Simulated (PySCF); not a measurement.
Stationary points of [SH4]-

Method: PBE0/[S def2-TZVPD, H def2-TZVPD], no relativity, density fitting, PySCF.

Relaxations began from a few typed shapes; open shells are unrestricted. The search is not exhaustive: other isomers or separated fragments can lie lower, and high-lying points may rest on an excited occupation.

```tsv
spin	group	bonds	angles	imaginary modes (cm⁻¹)	ΔE (kJ/mol)	ΔE with ZPE (kJ/mol)
doublet	C2v	H–H 0.753 Å, S–H 1.365 Å (×2)	H–S–H 91.7°	none	0.0	0.0
doublet	D4h	S–H 1.488 Å (×4)	H–S–H 90.0° (×4), H–S–H 180.0° (×2)	none	181.5	181.9
```

The lowest minimum found is the doublet C2v: H–H 0.753 Å, S–H 1.365 Å (×2); H–S–H 91.7°.

For the lowest minimum: the highest occupied level lies above zero, a sign of self-interaction error or too small a basis; response properties are unreliable. The lowest empty level of this anion is unbound, so it and the gap depend on the basis.
